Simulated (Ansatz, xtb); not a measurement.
# Two structures of C3H3−

We compare X, `[C-]#CC`, a singlet, with Y, a singlet given by its coordinates. Both are isolated ions in the gas phase, relaxed with PBE-D3(BJ)/def2-SVPD.

X (Å):

```xyz
6

C    -1.0209   -0.8488    3.0901
C    -0.9531   -0.0054    2.1577
C    -0.8742    0.9767    1.0721
H    -1.5454    0.7379    0.2097
H    -1.1564    2.0114    1.3901
H     0.1506    1.0702    0.6335
```

Y (Å):

```xyz
6

C     0.5293   -0.6683    0.3679
C    -0.8158   -0.8284    0.5206
C     1.8183   -0.5442    0.3727
H    -1.4799    0.0189    0.7686
H    -1.3024   -1.8141    0.4099
H     2.3570   -0.3080   -0.5683
```

Close contacts (Å): C1–C2 1.36, C1–C3 1.30, C2–H4 1.10, C2–H5 1.10, C3–H6 1.11.

**Question.** Estimate which is lower in electronic energy at CCSD(T)/def2-TZVPPD, and by roughly how much.

**Answer.** The CCSD(T)/def2-TZVPPD calculation puts structure X lower, by 3.0 kcal/mol.

How the difference moves with the method:

```csv
level,geometry,E(Y) − E(X) (kcal/mol),departure from the last row (kcal/mol),"job, with rough time for the two"
GFN2-xTB,GFN2-xTB,−5.9,−8.9,"optimisation, 0.37 s"
HF/STO-3G,GFN2-xTB,+16.8,+13.8,"single point, 0.47 s"
r2SCAN-D4/def2-SVPD,GFN2-xTB,−0.1,−3.1,"single point, 3.4 s"
PBE-D3(BJ)/def2-SVPD,PBE-D3(BJ)/def2-SVPD,−3.5,−6.5,"optimisation, 22 s"
HF/def2-TZVPPD,PBE-D3(BJ)/def2-SVPD,+5.9,+2.9,part of the CCSD(T) run
MP2/def2-TZVPPD,PBE-D3(BJ)/def2-SVPD,+3.8,+0.8,part of the CCSD(T) run
CCSD(T)/def2-TZVPPD,PBE-D3(BJ)/def2-SVPD,+3.0,,"single point, 55 s"
```

GFN2-xTB, PBE-D3(BJ)/def2-SVPD put the two in the other order. r2SCAN-D4/def2-SVPD finds them nearly level. The largest departure from CCSD(T)/def2-TZVPPD is that of HF/STO-3G, 13.8 kcal/mol.

With harmonic frequencies from PBE-D3(BJ)/def2-SVPD (ideal gas, rigid rotor, one conformer each, 298.15 K, 1 atm): on the last row, ΔE + ΔZPE = +1.6, ΔH = +1.6, ΔG = +1.1 kcal/mol.

The correlated steps freeze 3 core orbitals. Codes used: Ansatz 0.2.0, xtb 6.7.1; the last row on 2 threads of Intel(R) Xeon(R) Processor @ 2.50GHz (Skylake/Cascade Lake) on a shared host.
